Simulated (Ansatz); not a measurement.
[GeH₃···H···Br], doublet: transfer scan

Starting geometry:

```yaml
atoms:
  - { symbol: Ge, position_ang: [-1.7999, 0.0000, 0.0000] }
  - { symbol: H, position_ang: [-2.3114, 1.4466, 0.0000] }
  - { symbol: H, position_ang: [-2.3114, -0.7233, 1.2528] }
  - { symbol: H, position_ang: [-2.3114, -0.7233, -1.2528] }
  - { symbol: H, position_ang: [-0.2656, 0.0000, 0.0000] }
  - { symbol: Br, position_ang: [1.7271, 0.0000, 0.0000] }
```

From there H5 is moved from one fragment to the other while all else, the fragments' distance too, stays fixed, so the hump isn't the reaction's barrier; atoms are numbered as listed. Energies are in kcal/mol, counted from the starting geometry at the same level. Kohn–Sham curves are unrestricted where that lies lower.

Basis cc-pVDZ; Ansatz 0.2.0. Correlated methods freeze the noble-gas cores and the filled d shells of p-block atoms. R marks a restricted (for open shells ROHF) determinant, U an unrestricted one. No spin–orbit coupling is included, and no scalar relativity.

Full CI isn't at hand for all of this; UCCSDT(Q) serves as the reference, and is uncertain by about the last step of the cluster series.

```csv
distance Ge1-H5 (Å),B3LYP
1.534,0.0
1.600,-1.0
1.733,-1.0
1.865,-0.7
1.997,-0.6
```

Estimate the UCCSDT(Q) curve in cc-pVDZ from this one, knowing how B3LYP errs.

The computed UCCSDT(Q) values, in kcal/mol from the starting point, and the error of B3LYP against them:
| distance Ge1-H5 (Å) | UCCSDT(Q) | B3LYP less UCCSDT(Q) |
| --- | --- | --- |
| 1.534 | 0.0 | 0.0 |
| 1.600 | -0.3 | -0.7 |
| 1.733 | 0.7 | -1.8 |
| 1.865 | 1.1 | -1.8 |
| 1.997 | 0.0 | -0.6 |

The error spans 1.8 kcal/mol and is largest, -1.8 kcal/mol, at 1.865 Å.

In so small a basis the reference is far from its limit while semilocal and hybrid functionals are nearer theirs, so the functionals' errors here hold much of the reference's basis and frozen-core error, which can add to them or hide them.
